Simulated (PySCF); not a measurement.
Ionisation of methylenimine

Molecule: methylenimine, `C=N` (CH3N). Non-hydrogen atoms are numbered in `[CH2:1]=[NH:2]`.

Computed at ωB97X-D3(BJ)/ma-def2-TZVP // PBE0-D3(BJ)/def2-SVP with PySCF (density fitting, grid level 2). Zero-point and thermal terms (298.15 K, 1 bar) come from unscaled PBE0-D3(BJ)/def2-SVP harmonic frequencies, with soft modes damped to free rotors in the entropy.

Frontier levels of the parent: HOMO -10.44 eV, LUMO 1.11 eV.

Oxidation to the radical cation:
- Vertical ionisation energy (electronic): 10.75 eV
- Adiabatic ionisation energy (with zero-point energy): 9.88 eV
- Adiabatic, electronic part: 9.99 eV
- Vertical gap at the product's structure: 9.08 eV
- Inner reorganisation energy (four-point): 1667 meV
- Relaxation of product / of parent: 762 / 905 meV
- ⟨S²⟩ of the product: 0.760
- Largest spin populations: N2 0.94, C1 -0.11, H (on C1) 0.10
- Largest changes of atomic charge: N2 0.42, H (on C1) 0.16, H (on N2) 0.15, C1 0.13
- Distances that move most (Å): C1–N2 1.264 → 1.229; C1–H 1.107 → 1.117; C1–H 1.103 → 1.111
- Potential in acetonitrile: 6.96 V absolute, 2.41 V against Fc+/Fc computed at 4.54 V (solvation -21 → -301 kJ/mol)

Solvents are IEF-PCM continua (electrostatics only, gas-phase structures); absolute potentials refer to an electron at rest in vacuum. Fc+/Fc in acetonitrile, 4.54 V, is ωB97X-D3(BJ)/ma-def2-TZVP on PBE0-D3(BJ)/def2-SVP structures with GFN2-xTB thermal terms. Benchmark calculations put it near 5.0 V in acetonitrile and DMSO, so it is about 0.5 V low, and the value against it can read up to that much too high.

Against the Active Thermochemical Tables (version 1.112): ionisation energy to the radical cation 9.94 (computed 9.88, error -0.06) eV.

Measured values (NIST Chemistry WebBook, evaluated or the median of agreeing entries): vertical ionisation energy 10.70 eV (computed 10.75, difference 0.05); adiabatic ionisation energy 9.93 eV (computed 9.88, difference -0.05).

Differences come from unrounded values, so a last digit can differ from that of the printed terms.
